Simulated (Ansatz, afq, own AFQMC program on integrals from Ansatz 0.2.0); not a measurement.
## GeNH$_{3}$, triplet → GeNH₃, singlet

```xyz
5

Ge    0.0000    0.0444    0.3304
N     0.0000   -0.1595   -1.5058
H     0.0000   -1.3184    1.0907
H     0.8260    0.1677   -1.9887
H    -0.8260    0.1677   -1.9887
```

Connectivity, by distances: GeH–NH2.

E(singlet, charge +0) − E(triplet, charge +0) at this geometry, on UHF and RHF determinants.

Basis cc-pVDZ. Noble-gas cores (and the filled d shells of Ga–Kr and In–Xe) are frozen. AFQMC by an in-house program on the Cholesky factors that Ansatz 0.2.0 writes for its CCSD(T) run. ph-AFQMC/CISD is guided by a CISD state made of CCSD amplitudes; releasing the constraint for a short imaginary time cuts its bias at the price of noise, slowly where states lie close. Error bars are statistical, one sigma. No spin–orbit coupling. The errors of all members are added in quadrature.

No full CI on the walks' own integrals is used here; CCSDT(Q) serves as the reference and is uncertain by about the last step of the cluster series. Each member takes its own surest rung, up to full CI.

Errors are counted within cc-pVDZ, not against nature.

Cautions: inner d shell frozen; no relativity below Rb; no spin-orbit coupling; GeNH₃ (triplet): another spin lies lower, the released energies are still falling, so no released level is given (meV from the phaseless value at times in 1/Eh: -8 ± 3 at 0.24, -14 ± 4 at 0.51, -16 ± 3 at 0.99, -17 ± 4 at 1.62, -21 ± 4 at 2.40), though the last usable value meets CCSDT(Q) within the noise, its ph-AFQMC/CISD value lies 15 ± 4 meV above CCSDT(Q); GeNH₃ (singlet): restricted determinant unstable towards unrestricted (UHF 194 meV lower, ⟨S²⟩ 0.55).

```tsv
level	vertical spin gap (kJ/mol)
MP2	-37.1
HF	-7.4
```

**Question.** From these cheaper values, estimate the vertical spin gap at the reference level in cc-pVDZ.

**Answer.** -47.0 kJ/mol (CCSDT(Q) in cc-pVDZ).

```csv
level,vertical spin gap (kJ/mol),error against CCSDT(Q) (kJ/mol)
CCSD,-48.3,-1.3
CCSD(T),-47.3,-0.3
CCSDT,-47.1,-0.1
ph-AFQMC/CISD,-48.2 ± 0.6,-1.2 ± 0.6
```

Correlation beyond CCSD(T) adds 0.3 kJ/mol. The perturbative (T) step is worth +1.0 kJ/mol.

A walk keeps the symmetry of its determinant, which the program's search chose and which needn't be the lowest solution, so a lower state of the same spin and another symmetry isn't excluded.
